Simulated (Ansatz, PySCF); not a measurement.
C3H8, SMILES CCC. Atoms are numbered in the order given.

```xyz
11

C      1.2736     0.0000     0.2590
C      0.0000     0.0000    -0.5859
C     -1.2736     0.0000     0.2590
H      2.1787     0.0000    -0.3693
H      1.3177    -0.8890     0.9104
H      1.3177     0.8890     0.9104
H      0.0000     0.8811    -1.2513
H      0.0000    -0.8811    -1.2513
H     -2.1787     0.0000    -0.3693
H     -1.3177     0.8890     0.9104
H     -1.3177    -0.8890     0.9104
```
Charge 0, spin multiplicity 1.

Geometry: ωB97X-D3(BJ)/def2-SVP.

Two levels are set side by side: PBE-D3(BJ)/def2-SVP (Ansatz, a program for electronic structure) and ωB97X-D3(BJ)/def2-SVP (PySCF). Each level has its own optimised geometry; the coordinates shown are those of the second. Frequencies come from the Hessian of PySCF at each geometry. Differences are taken from unrounded values.

```csv
quantity,ωB97X-D3(BJ),PBE-D3(BJ),PBE-D3(BJ) minus ωB97X-D3(BJ)
mean bond length (Å),1.188,1.194,0.006
bond C1–C2 (Å),1.528,1.530,0.002
bond C2–C3 (Å),1.528,1.530,0.002
bond C1–H4 (Å),1.102,1.109,0.007
bond C1–H5 (Å),1.103,1.111,0.008
bond C1–H6 (Å),1.103,1.111,0.008
bond C2–H7 (Å),1.104,1.112,0.008
bond C2–H8 (Å),1.104,1.112,0.008
bond C3–H9 (Å),1.102,1.109,0.007
bond C3–H10 (Å),1.103,1.111,0.008
bond C3–H11 (Å),1.103,1.111,0.008
highest harmonic wavenumber (cm⁻¹),3154,3056,-98
mean harmonic wavenumber (cm⁻¹),1691,1631,-60
zero-point energy (kcal/mol),65.29,62.97,-2.32
```

GGA bonds tend to be longer and softer than those of functionals with exact exchange. Differences between two approximate levels are no errors against the true value.
